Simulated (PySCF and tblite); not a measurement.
Results of a calculation; reference values are marked as such.
Ethylamine, C₂H₇N, numbered as in [CH3:1][CH2:2][NH2:3].

Free energies: PBE0-D3(BJ)/def2-TZVP on GFN2-xTB structures plus GFN2-xTB thermal terms, symmetry and mirror images included. Conformers within 3 kcal/mol (GFN2-xTB free energy) were kept, 10 at most. Couplings: B3LYP/pcJ-1 (gas phase; spin-dipole term only for pairs with B, N, F, Si or P). Couplings are for ¹³C, ¹H, ¹⁵N. Run with PySCF (density fitting) and tblite.

Torsions listed: C1–C2–N3–H3. Of a mirror pair one member is shown.

```
conformer  shape  weight %
        1   -62°      71.7
        2    59°      28.3
```

Problem. Give the couplings in each conformer and the averages at 298.15 K (pairs that fast motion interchanges averaged).

Solution. 
```csv
coupling,pairs,1,2,average (Hz)
"¹J(C1,C2)",1,37.0,32.1,35.6
"²J(C1,N3)",1,-4.3,1.1,-2.8
"¹J(C1,H1)",3,131.9,130.6,131.5
"²J(C1,H2)",2,-2.4,-0.1,-1.7
"³J(C1,H3)",2,7.0,1.7,5.5
"¹J(C2,N3)",1,-4.5,-3.8,-4.3
"²J(H1,C2)",3,-4.0,-3.7,-3.9
"¹J(C2,H2)",2,137.1,140.5,138.1
"²J(C2,H3)",2,-2.2,-2.6,-2.4
"³J(H1,N3)",3,-4.0,-1.0,-3.2
"²J(H2,N3)",2,-1.5,-2.9,-1.9
"¹J(N3,H3)",2,-65.7,-65.9,-65.8
"²J(H1,H1)",3,-13.1,-13.2,-13.2
"³J(H1,H2)",6,7.4,7.1,7.3
"²J(H2,H2)",1,-9.9,-13.9,-11.1
"³J(H2,H3)",4,6.0,9.9,7.1
"²J(H3,H3)",1,-8.7,-8.4,-8.6
```
